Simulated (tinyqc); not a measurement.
UHF in the sto-6g basis, for H3O+, spin multiplicity 1, step by step (part 3 of 3). Computed by tinyqc, a small Python program that keeps every step (integrals from PySCF). Command: `OMP_NUM_THREADS=1 python tinyqc.py 27245 27246 out.jsonl` (the two numbers bound the seeds that draw the settings). One thread of a shared host (Intel(R) Xeon(R) Processor @ 2.60GHz), about 0.2 s of CPU time with the checks.

Geometry (angstrom):
```
atom,x,y,z
O,0.000000,0.000000,0.002000
H,1.203000,0.000000,0.000000
H,-0.601000,1.042000,0.000000
H,-0.601000,-1.042000,0.000000
```

## Iteration 2: diagonalisation and new density

extrapolated F(alpha) (hartree):
```
,1O 1s,1O 2s,1O 2px,1O 2py,1O 2pz,2H 1s,3H 1s,4H 1s
1O 1s,-21.079350,-5.091784,0.000470,0.000000,0.000078,-0.698263,-0.698621,-0.698621
1O 2s,-5.091784,-2.727025,-0.000353,0.000000,-0.002676,-0.811440,-0.813044,-0.813044
1O 2px,0.000470,-0.000353,-0.757799,0.000000,0.111927,-0.521432,0.262859,0.262859
1O 2py,0.000000,0.000000,0.000000,-0.743979,0.000000,0.000000,-0.458312,0.458312
1O 2pz,0.000078,-0.002676,0.111927,0.000000,-0.804042,-0.033262,0.019309,0.019309
2H 1s,-0.698263,-0.811440,-0.521432,0.000000,-0.033262,-0.620202,-0.174790,-0.174790
3H 1s,-0.698621,-0.813044,0.262859,-0.458312,0.019309,-0.174790,-0.627344,-0.177495
4H 1s,-0.698621,-0.813044,0.262859,0.458312,0.019309,-0.174790,-0.177495,-0.627344
```

extrapolated F(beta) (hartree):
```
,1O 1s,1O 2s,1O 2px,1O 2py,1O 2pz,2H 1s,3H 1s,4H 1s
1O 1s,-21.079349,-5.091787,0.000459,0.000000,0.000146,-0.698266,-0.698620,-0.698620
1O 2s,-5.091787,-2.727024,-0.000718,0.000000,0.003306,-0.811407,-0.813066,-0.813066
1O 2px,0.000459,-0.000718,-0.757763,0.000000,-0.111908,-0.521424,0.262890,0.262890
1O 2py,0.000000,0.000000,0.000000,-0.744007,0.000000,0.000000,-0.458300,0.458300
1O 2pz,0.000146,0.003306,-0.111908,0.000000,-0.804093,0.035337,-0.017229,-0.017229
2H 1s,-0.698266,-0.811407,-0.521424,0.000000,0.035337,-0.620543,-0.174811,-0.174811
3H 1s,-0.698620,-0.813066,0.262890,-0.458300,-0.017229,-0.174811,-0.627160,-0.177447
4H 1s,-0.698620,-0.813066,0.262890,0.458300,-0.017229,-0.174811,-0.177447,-0.627160
```

X:
```
,1O 1s,1O 2s,1O 2px,1O 2py,1O 2pz,2H 1s,3H 1s,4H 1s
1O 1s,1.022575,-0.133929,-0.000002,0.000000,0.000021,0.015015,0.015018,0.015018
1O 2s,-0.133929,1.160151,0.000014,0.000000,-0.000206,-0.178669,-0.178717,-0.178717
1O 2px,-0.000002,0.000014,1.062788,0.000000,0.000000,-0.180945,0.090430,0.090430
1O 2py,0.000000,0.000000,0.000000,1.062861,0.000000,0.000000,-0.156766,0.156766
1O 2pz,0.000021,-0.000206,0.000000,0.000000,1.000000,0.000265,0.000265,0.000265
2H 1s,0.015015,-0.178669,-0.180945,0.000000,0.000265,1.091901,-0.033961,-0.033961
3H 1s,0.015018,-0.178717,0.090430,-0.156766,0.000265,-0.033961,1.091929,-0.033929
4H 1s,0.015018,-0.178717,0.090430,0.156766,0.000265,-0.033961,-0.033929,1.091929
```

Diagonalise F' = X^T F X, C = X C', fill 5 alpha and 5 beta electrons from the bottom; D(s) = C_occ C_occ^T. Each column has its largest component positive (the first on a tie).

F' = X^T F X (alpha) (hartree):
```
,1,2,3,4,5,6,7,8
1,-20.751291,-2.527154,0.000601,0.000000,0.000572,-0.077187,-0.077228,-0.077228
2,-2.527154,-1.649385,-0.001351,0.000000,-0.004079,-0.365616,-0.365954,-0.365954
3,0.000601,-0.001351,-0.576378,0.000000,0.128467,-0.413066,0.208251,0.208251
4,0.000000,0.000000,0.000000,-0.557106,0.000000,0.000000,-0.367598,0.367598
5,0.000572,-0.004079,0.128467,0.000000,-0.804039,-0.057689,0.031872,0.031872
6,-0.077187,-0.365616,-0.413066,0.000000,-0.057689,-0.316813,-0.033391,-0.033391
7,-0.077228,-0.365954,0.208251,-0.367598,0.031872,-0.033391,-0.321278,-0.038064
8,-0.077228,-0.365954,0.208251,0.367598,0.031872,-0.033391,-0.038064,-0.321278
```

orbital energies (alpha) (hartree): MO1 -21.082196, MO2 -1.622957, MO3 -0.980523, MO4 -0.957757, MO5 -0.802689, MO6 -0.085162, MO7 0.116280, MO8 0.117436

coefficients C (alpha):
```
,MO1,MO2,MO3,MO4,MO5,MO6,MO7,MO8
1O 1s,0.996892,-0.230597,-0.000870,0.000000,-0.000734,-0.131540,0.000189,0.000000
1O 2s,0.013984,0.909400,0.004228,0.000000,0.005245,0.795260,-0.001794,0.000000
1O 2px,-0.000022,-0.000467,0.706070,0.000000,0.133643,-0.005889,-0.813748,0.000000
1O 2py,0.000000,0.000000,0.000000,0.706522,0.000000,0.000000,0.000000,0.824410
1O 2pz,-0.000005,0.002601,-0.344302,0.000000,0.927336,-0.008330,-0.146386,0.000000
2H 1s,-0.002083,0.100093,0.345800,0.000000,0.254731,-0.609293,0.832897,0.000000
3H 1s,-0.002084,0.102292,-0.174892,0.361800,-0.135246,-0.609424,-0.412836,-0.726261
4H 1s,-0.002084,0.102292,-0.174892,-0.361800,-0.135246,-0.609424,-0.412836,0.726261
```

F' = X^T F X (beta) (hartree):
```
,1,2,3,4,5,6,7,8
1,-20.751289,-2.527157,0.000640,0.000000,-0.000227,-0.077205,-0.077217,-0.077217
2,-2.527157,-1.649380,-0.001791,0.000000,0.003652,-0.365439,-0.366051,-0.366051
3,0.000640,-0.001791,-0.576334,0.000000,-0.128444,-0.413001,0.208317,0.208317
4,0.000000,0.000000,0.000000,-0.557139,0.000000,0.000000,-0.367602,0.367602
5,-0.000227,0.003652,-0.128444,0.000000,-0.804094,0.059131,-0.030424,-0.030424
6,-0.077205,-0.365439,-0.413001,0.000000,0.059131,-0.317193,-0.033410,-0.033410
7,-0.077217,-0.366051,0.208317,-0.367602,-0.030424,-0.033410,-0.321073,-0.038021
8,-0.077217,-0.366051,0.208317,0.367602,-0.030424,-0.033410,-0.038021,-0.321073
```

orbital energies (beta) (hartree): MO1 -21.082196, MO2 -1.622960, MO3 -0.980540, MO4 -0.957723, MO5 -0.802719, MO6 -0.085170, MO7 0.116201, MO8 0.117531

coefficients C (beta):
```
,MO1,MO2,MO3,MO4,MO5,MO6,MO7,MO8
1O 1s,0.996892,-0.230596,-0.000981,0.000000,0.000167,-0.131543,0.000076,0.000000
1O 2s,0.013984,0.909396,0.004872,0.000000,-0.002278,0.795275,-0.001216,0.000000
1O 2px,-0.000021,-0.000192,0.706014,0.000000,-0.133580,-0.005684,-0.813808,0.000000
1O 2py,0.000000,0.000000,0.000000,0.706593,0.000000,0.000000,0.000000,0.824349
1O 2pz,-0.000013,-0.003372,0.344239,0.000000,0.927385,0.003887,0.146393,0.000000
2H 1s,-0.002084,0.100136,0.345472,0.000000,-0.256134,-0.609267,0.832617,0.000000
3H 1s,-0.002084,0.102271,-0.175348,0.361737,0.133836,-0.609453,-0.413065,-0.726293
4H 1s,-0.002084,0.102271,-0.175348,-0.361737,0.133836,-0.609453,-0.413065,0.726293
```

D(alpha) after iteration 2:
```
,1O 1s,1O 2s,1O 2px,1O 2py,1O 2pz,2H 1s,3H 1s,4H 1s
1O 1s,1.046970,-0.195772,-0.000627,0.000000,-0.000986,-0.025646,-0.025414,-0.025414
1O 2s,-0.195772,0.827249,0.003261,0.000000,0.005773,0.093794,0.091546,0.091546
1O 2px,-0.000627,0.003261,0.516395,0.000000,-0.119170,0.278156,-0.141608,-0.141608
1O 2py,0.000000,0.000000,0.000000,0.499173,0.000000,0.000000,0.255619,-0.255619
1O 2pz,-0.000986,0.005773,-0.119170,0.000000,0.978503,0.117422,-0.064937,-0.064937
2H 1s,-0.025646,0.093794,0.278156,0.000000,0.117422,0.194489,-0.084686,-0.084686
3H 1s,-0.025414,0.091546,-0.141608,0.255619,-0.064937,-0.084686,0.190246,-0.071552
4H 1s,-0.025414,0.091546,-0.141608,-0.255619,-0.064937,-0.084686,-0.071552,0.190246
```

D(beta) after iteration 2:
```
,1O 1s,1O 2s,1O 2px,1O 2py,1O 2pz,2H 1s,3H 1s,4H 1s
1O 1s,1.046970,-0.195768,-0.000692,0.000000,0.000582,-0.025550,-0.025466,-0.025466
1O 2s,-0.195768,0.827226,0.003569,0.000000,-0.003502,0.093301,0.091817,0.091817
1O 2px,-0.000692,0.003569,0.516299,0.000000,0.119158,0.278103,-0.141695,-0.141695
1O 2py,0.000000,0.000000,0.000000,0.499273,0.000000,0.000000,0.255601,-0.255601
1O 2pz,0.000582,-0.003502,0.119158,0.000000,0.978555,-0.118948,0.063411,0.063411
2H 1s,-0.025550,0.093301,0.278103,0.000000,-0.118948,0.194987,-0.084612,-0.084612
3H 1s,-0.025466,0.091817,-0.141695,0.255601,0.063411,-0.084612,0.189976,-0.071731
4H 1s,-0.025466,0.091817,-0.141695,-0.255601,0.063411,-0.084612,-0.071731,0.189976
```

## Iteration 13 (converged): orbitals

converged F(alpha) (hartree):
```
,1O 1s,1O 2s,1O 2px,1O 2py,1O 2pz,2H 1s,3H 1s,4H 1s
1O 1s,-20.996540,-5.073303,-0.000004,0.000000,0.000114,-0.695970,-0.696131,-0.696131
1O 2s,-5.073303,-2.711290,-0.000022,0.000000,0.000335,-0.798345,-0.798480,-0.798480
1O 2px,-0.000004,-0.000022,-0.696984,0.000000,0.000000,-0.519482,0.259575,0.259575
1O 2py,0.000000,0.000000,0.000000,-0.697074,0.000000,0.000000,-0.450005,0.450005
1O 2pz,0.000114,0.000335,0.000000,0.000000,-0.801396,0.001085,0.001085,0.001085
2H 1s,-0.695970,-0.798345,-0.519482,0.000000,0.001085,-0.610491,-0.166752,-0.166752
3H 1s,-0.696131,-0.798480,0.259575,-0.450005,0.001085,-0.166752,-0.610555,-0.166597
4H 1s,-0.696131,-0.798480,0.259575,0.450005,0.001085,-0.166752,-0.166597,-0.610555
```

converged F(beta) (hartree):
```
,1O 1s,1O 2s,1O 2px,1O 2py,1O 2pz,2H 1s,3H 1s,4H 1s
1O 1s,-20.996540,-5.073303,-0.000003,0.000000,0.000114,-0.695970,-0.696131,-0.696131
1O 2s,-5.073303,-2.711290,-0.000018,0.000000,0.000334,-0.798346,-0.798479,-0.798479
1O 2px,-0.000003,-0.000018,-0.696980,0.000000,0.000000,-0.519484,0.259574,0.259574
1O 2py,0.000000,0.000000,0.000000,-0.697080,0.000000,0.000000,-0.450004,0.450004
1O 2pz,0.000114,0.000334,0.000000,0.000000,-0.801396,0.001085,0.001086,0.001086
2H 1s,-0.695970,-0.798346,-0.519484,0.000000,0.001085,-0.610500,-0.166752,-0.166752
3H 1s,-0.696131,-0.798479,0.259574,-0.450004,0.001086,-0.166752,-0.610550,-0.166596
4H 1s,-0.696131,-0.798479,0.259574,0.450004,0.001086,-0.166752,-0.166596,-0.610550
```

As before.

F' = X^T F X (alpha) (hartree):
```
,1,2,3,4,5,6,7,8
1,-20.669405,-2.518541,-0.000010,0.000000,0.000173,-0.077964,-0.077997,-0.077997
2,-2.518541,-1.646519,0.000010,0.000000,-0.000210,-0.356663,-0.356747,-0.356747
3,-0.000010,0.000010,-0.509453,0.000000,0.000000,-0.422643,0.211217,0.211217
4,0.000000,0.000000,0.000000,-0.509367,0.000000,0.000000,-0.366103,0.366103
5,0.000173,-0.000210,0.000000,0.000000,-0.801395,0.000772,0.000772,0.000772
6,-0.077964,-0.356663,-0.422643,0.000000,0.000772,-0.309433,-0.030127,-0.030127
7,-0.077997,-0.356747,0.211217,-0.366103,0.000772,-0.030127,-0.309417,-0.030110
8,-0.077997,-0.356747,0.211217,0.366103,0.000772,-0.030127,-0.030110,-0.309417
```

orbital energies (alpha) (hartree): MO1 -20.999415, MO2 -1.605006, MO3 -0.924710, MO4 -0.924559, MO5 -0.801397, MO6 -0.081166, MO7 0.135811, MO8 0.136036

coefficients C (alpha):
```
,MO1,MO2,MO3,MO4,MO5,MO6,MO7,MO8
1O 1s,0.996870,-0.232108,0.000000,0.000016,-0.000312,-0.129031,-0.000014,0.000000
1O 2s,0.014082,0.918110,0.000000,-0.000073,0.001640,0.785215,0.000080,0.000000
1O 2px,0.000000,0.000024,0.000000,0.690426,0.000000,-0.000001,0.837811,0.000000
1O 2py,0.000000,0.000000,0.690332,0.000000,0.000000,0.000000,0.000000,0.838013
1O 2pz,-0.000009,-0.000450,0.000000,-0.000001,0.999998,-0.002312,0.000000,0.000000
2H 1s,-0.002099,0.094827,0.000000,0.434094,-0.000795,-0.610252,-0.830423,0.000000
3H 1s,-0.002099,0.094845,0.375876,-0.216970,-0.000797,-0.610610,0.415039,-0.719077
4H 1s,-0.002099,0.094845,-0.375876,-0.216970,-0.000797,-0.610610,0.415039,0.719077
```

F' = X^T F X (beta) (hartree):
```
,1,2,3,4,5,6,7,8
1,-20.669405,-2.518541,-0.000010,0.000000,0.000173,-0.077964,-0.077997,-0.077997
2,-2.518541,-1.646520,0.000016,0.000000,-0.000210,-0.356663,-0.356747,-0.356747
3,-0.000010,0.000016,-0.509449,0.000000,0.000000,-0.422645,0.211216,0.211216
4,0.000000,0.000000,0.000000,-0.509373,0.000000,0.000000,-0.366103,0.366103
5,0.000173,-0.000210,0.000000,0.000000,-0.801395,0.000772,0.000772,0.000772
6,-0.077964,-0.356663,-0.422645,0.000000,0.000772,-0.309442,-0.030127,-0.030127
7,-0.077997,-0.356747,0.211216,-0.366103,0.000772,-0.030127,-0.309411,-0.030110
8,-0.077997,-0.356747,0.211216,0.366103,0.000772,-0.030127,-0.030110,-0.309411
```

orbital energies (beta) (hartree): MO1 -20.999415, MO2 -1.605006, MO3 -0.924711, MO4 -0.924559, MO5 -0.801397, MO6 -0.081165, MO7 0.135810, MO8 0.136036

coefficients C (beta):
```
,MO1,MO2,MO3,MO4,MO5,MO6,MO7,MO8
1O 1s,0.996870,-0.232108,0.000000,0.000017,-0.000312,-0.129031,-0.000014,0.000000
1O 2s,0.014082,0.918111,0.000000,-0.000078,0.001640,0.785214,0.000077,0.000000
1O 2px,0.000000,0.000021,0.000000,0.690423,0.000000,0.000011,0.837814,0.000000
1O 2py,0.000000,0.000000,0.690336,0.000000,0.000000,0.000000,0.000000,0.838010
1O 2pz,-0.000009,-0.000449,0.000000,0.000001,0.999998,-0.002313,0.000000,0.000000
2H 1s,-0.002099,0.094828,0.000000,0.434103,-0.000797,-0.610254,-0.830416,0.000000
3H 1s,-0.002099,0.094844,0.375871,-0.216966,-0.000797,-0.610609,0.415043,-0.719079
4H 1s,-0.002099,0.094844,-0.375871,-0.216966,-0.000797,-0.610609,0.415043,0.719079
```

D(alpha) after iteration 13:
```
,1O 1s,1O 2s,1O 2px,1O 2py,1O 2pz,2H 1s,3H 1s,4H 1s
1O 1s,1.047624,-0.199063,0.000006,0.000000,-0.000216,-0.024095,-0.024110,-0.024110
1O 2s,-0.199063,0.843128,-0.000028,0.000000,0.001227,0.086999,0.087063,0.087063
1O 2px,0.000006,-0.000028,0.476688,0.000000,0.000000,0.299712,-0.149800,-0.149800
1O 2py,0.000000,0.000000,0.000000,0.476558,0.000000,0.000000,0.259479,-0.259479
1O 2pz,-0.000216,0.001227,0.000000,0.000000,0.999996,-0.000838,-0.000839,-0.000839
2H 1s,-0.024095,0.086999,0.299712,0.000000,-0.000838,0.197434,-0.085187,-0.085187
3H 1s,-0.024110,0.087063,-0.149800,0.259479,-0.000839,-0.085187,0.197359,-0.085206
4H 1s,-0.024110,0.087063,-0.149800,-0.259479,-0.000839,-0.085187,-0.085206,0.197359
```

D(beta) after iteration 13:
```
,1O 1s,1O 2s,1O 2px,1O 2py,1O 2pz,2H 1s,3H 1s,4H 1s
1O 1s,1.047624,-0.199063,0.000007,0.000000,-0.000216,-0.024095,-0.024110,-0.024110
1O 2s,-0.199063,0.843128,-0.000035,0.000000,0.001227,0.086997,0.087064,0.087064
1O 2px,0.000007,-0.000035,0.476684,0.000000,0.000000,0.299716,-0.149797,-0.149797
1O 2py,0.000000,0.000000,0.000000,0.476564,0.000000,0.000000,0.259478,-0.259478
1O 2pz,-0.000216,0.001227,0.000000,0.000000,0.999996,-0.000839,-0.000839,-0.000839
2H 1s,-0.024095,0.086997,0.299716,0.000000,-0.000839,0.197442,-0.085187,-0.085187
3H 1s,-0.024110,0.087064,-0.149797,0.259478,-0.000839,-0.085187,0.197354,-0.085204
4H 1s,-0.024110,0.087064,-0.149797,-0.259478,-0.000839,-0.085187,-0.085204,0.197354
```

## Convergence

Stop when the energy changes by less than 1e-09 hartree and every element of the error matrix X^T (F D S - S D F) X (for each spin) is below 9e-06.

Course of the cycle:
```
iteration,E (hartree),change,largest element of the error matrix
1,-75.52096842,-,2.22e-01
2,-75.86638856,-3.45e-01,6.04e-02
3,-75.91344502,-4.71e-02,3.39e-02
4,-75.92655013,-1.31e-02,1.67e-02
5,-75.92989153,-3.34e-03,6.93e-03
6,-75.93058677,-6.95e-04,1.40e-03
7,-75.93062008,-3.33e-05,3.78e-04
8,-75.93062076,-6.82e-07,1.22e-04
9,-75.93062087,-1.05e-07,7.41e-05
10,-75.93062090,-3.77e-08,4.41e-05
11,-75.93062092,-1.54e-08,1.92e-05
12,-75.93062092,-3.85e-09,2.68e-06
13,-75.93062092,-6.39e-11,1.89e-06
```

PySCF UHF in the same basis, after a stability check = -75.93062092 hartree

Converged in 13 iterations.

## Populations, bond orders and dipole

overlap S:
```
,1O 1s,1O 2s,1O 2px,1O 2py,1O 2pz,2H 1s,3H 1s,4H 1s
1O 1s,1.000000,0.231145,0.000000,0.000000,0.000000,0.031448,0.031456,0.031456
1O 2s,0.231145,1.000000,0.000000,0.000000,0.000000,0.331543,0.331596,0.331596
1O 2px,0.000000,0.000000,1.000000,0.000000,0.000000,0.300787,-0.150300,-0.150300
1O 2py,0.000000,0.000000,0.000000,1.000000,0.000000,0.000000,0.260587,-0.260587
1O 2pz,0.000000,0.000000,0.000000,0.000000,1.000000,-0.000500,-0.000500,-0.000500
2H 1s,0.031448,0.331543,0.300787,0.000000,-0.000500,1.000000,0.104837,0.104837
3H 1s,0.031456,0.331596,-0.150300,0.260587,-0.000500,0.104837,1.000000,0.104719
4H 1s,0.031456,0.331596,-0.150300,-0.260587,-0.000500,0.104837,0.104719,1.000000
```

Mulliken: Z minus the diagonal of D S on the atom; Loewdin: the same with S^(1/2) D S^(1/2); Mayer order: 2 sum_s sum (D(s) S)_ij (D(s) S)_ji over the two atoms.

Charges (e):
```
atom,Mulliken,Loewdin,Mulliken spin
1O,-0.213386,-0.058028,-2.14e-06
2H,0.404373,0.352603,-0.000009
3H,0.404506,0.352712,0.000006
4H,0.404506,0.352712,0.000006
```

Mayer bond orders:
```
pair,order
2-1,0.771146
3-1,0.770975
3-2,0.032668
4-1,0.770975
4-2,0.032668
4-3,0.032731
```

dipole moment about the origin, x y z (debye): 0.001409  0.000000  -0.005566

<S^2> of the determinant (pure state: 0) = 1.37e-10
